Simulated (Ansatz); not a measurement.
**Quasi-harmonic linear expansion coefficient at 300 K of some solids**

Method: PBEsol (Ansatz, a quantum-chemistry and plane-wave program, PAW). References are measured values.

Values in ×10⁻⁶/K.

```tsv
solid	reference	PBEsol	error (%)
hcp Re	6.2	6.11	-1.5
bcc Ba	20.6	19.9	-3.4
hcp Sc	10.2	10.00	-2.0
hcp Ru	6.4	6.19	-3.3
hcp Hf	5.9	6.87	+16.4
bcc Na	71	72.4	+2.0
bcc Li	46	44.6	-3.0
```

Over these 7 solids the mean error is +0.8 %, the mean absolute error 4.5 % (median 3.0 %), and the worst case hcp Hf at +16.4 %; the value is below the reference in 5 of 7 cases.

Spin–orbit coupling is left out, also for the solids with elements from indium on (hcp Re, bcc Ba, hcp Hf); its size isn't shown.

Differences are worked out from the printed values.

Each level is taken at its own relaxed cell. Ansatz's density-functional and Hartree–Fock values are scalar-relativistic unless marked +SOC, with PAW data made under PBE.

Ansatz's runs of these crystals have no spin polarisation.

Not in this set, of the solids of all kinds but layered and molecular ones with a reference value in our tables and a result at some level: 6 for no value at PBEsol (not run, a failed fit, an unstable or unbound cell, or a value held back for tests); 6 for a run that failed a test (PBEsol). These can be a level's best or worst cases. At least 1 more with a reference value is held back for tests. Solids without a released value at any level aren't counted. The metals Ce to Yb are counted apart.

References as tabulated in Wikipedia's data pages.
